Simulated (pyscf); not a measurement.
O=Ti(F)–F + NH₃ → H₂N–Ti(OH)(F)–F, an addition across a multiple bond or ene-type step (singlet surface; H–N broken, H–O, N–Ti formed). Structures and frequencies: ωB97X-D3(BJ)/def2-SVP in PySCF. Energies in kcal/mol from the separated reactants.

Small-basis levels: PySCF, no dispersion term, spherical d functions. AM1 to PM7: differences of heats of formation from MOPAC, which are fitted to 298 K values and so differ in kind from electronic energies by zero-point and thermal terms. Cost: rough CPU time at the saddle relative to B3LYP/6-31G*+LANL2DZ, from one job on a shared machine.

```csv
level,barrier,reaction energy,cost
HF/STO-3G,-51.2,-112.0,0.04
MP2/6-31G*+LANL2DZ,-1.3,-28.4,0.1
B3LYP/STO-3G,-67.5,-103.7,0.5
B3LYP/LANL2DZ,-17.2,-56.4,1
B3LYP/6-31G*+LANL2DZ,-14.0,-43.9,1
B3LYP/def2-SVP,-15.4,-44.5,1
PM6,29.1,-30.2,under 0.02
ωB97M-D3(BJ)/def2-TZVP,-10.7,-41.5,–
```

Against the last row the barrier runs from -56.8 (B3LYP/STO-3G) to +39.8 kcal/mol (PM6). ωB97M-D3(BJ)/def2-TZVP has limits of its own. On the reactant side the descent ends in an adduct with a N–Ti contact, 44.7 kcal/mol under the separated species and 32.2 kcal/mol under the saddle at ωB97X-D3(BJ)/def2-TZVP. At ωB97M-D3(BJ) the saddle lies under the separated reactants, which points to a path from their complex (located at ωB97X-D3(BJ) alone). What is counted as formed (N–Ti) is already present as a longer contact in the reactant adduct; forming that adduct is a step of its own. At the saddle there is also a short H–Ti contact that neither side keeps. One saddle was located; it need not be the lowest between these sides.
